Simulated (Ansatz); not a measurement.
The input, for Ansatz 0.2.0:

```yaml
crystal:
  periodic: [false, false, false]
  atoms:
    - {symbol: Ge, position_ang: [-0.026080, 0.000000, 0.297832]}
    - {symbol: N, position_ang: [0.079829, 0.000001, -1.623952]}
    - {symbol: H, position_ang: [0.385104, -0.665861, 0.551465]}
    - {symbol: H, position_ang: [0.385104, 0.665861, 0.551466]}
basis:
  gaussian: {orbitals: STO-3G}
magnetization: {spin_polarized: false, initial_magnetization: 3}
correlation: {method: fic_nevpt4_sd, electrons: all, active_space: {window: {electrons: 9, orbitals: 7}, states: [{multiplicity: 4, weights: [1, 1, 1, 1]}]}}
```

```sh
$ ansatz run in.yaml --threads 1 --pin off --events-out ev --progress --plain --max-ram 2393MiB
```

One thing in this input was set wrong on purpose, beside settings that are merely unusual. What is the gravest fault, and what does the program do?

Coordinates in the wrong unit (values in bohr typed as Å, so distances are 1.89 times too long). How the run ends: converged.
```
351 factors; integrals over basis functions are off by at most 3.5e-8 eV
mean field evaluation 1: about -57300.8429 eV, gradient 1.8e1 eV
mean field evaluation 2: about -57300.8805 eV, gradient 1.8e1 eV
mean field evaluation 4: about -57302.8548 eV, gradient 6.7e-1 eV
mean field evaluation 8: about -57302.8604 eV, gradient 8.6e-3 eV
mean field -57302.86043070 eV, -2105.8412795542 hartree, gradient 8.5e-6 eV, S^2 3.750000; 0 other end points of the search recorded, 0 dependent functions left out
reference -57302.86043070 eV, -2105.8412795542 hartree; 22, 19 occupied and 3, 6 virtual orbitals, 351 factors
state -57303.63729265 eV, -2105.8698287045 hartree
state -57301.53685595 eV, -2105.7926390793 hartree
state -57299.45593262 eV, -2105.7161665574 hartree
state -57298.32461910 eV, -2105.6745915527 hartree
state -57303.63729265 eV, -2105.8698287045 hartree; corrected -57304.81139644 eV, -2105.9129762230 hartree
state -57301.53685595 eV, -2105.7926390793 hartree; corrected -57302.79865404 eV, -2105.8390093039 hartree
state -57299.45593262 eV, -2105.7161665574 hartree; corrected -57300.63687352 eV, -2105.7595653352 hartree
state -57298.32461910 eV, -2105.6745915527 hartree; corrected -57299.55445790 eV, -2105.7197872947 hartree
Total energy: -57301.95034547 eV, -2105.8078345392 hartree
```
The total printed last is the weighted mean of the 4 states, 2.861 eV above the lowest of them, and is no single state's energy.
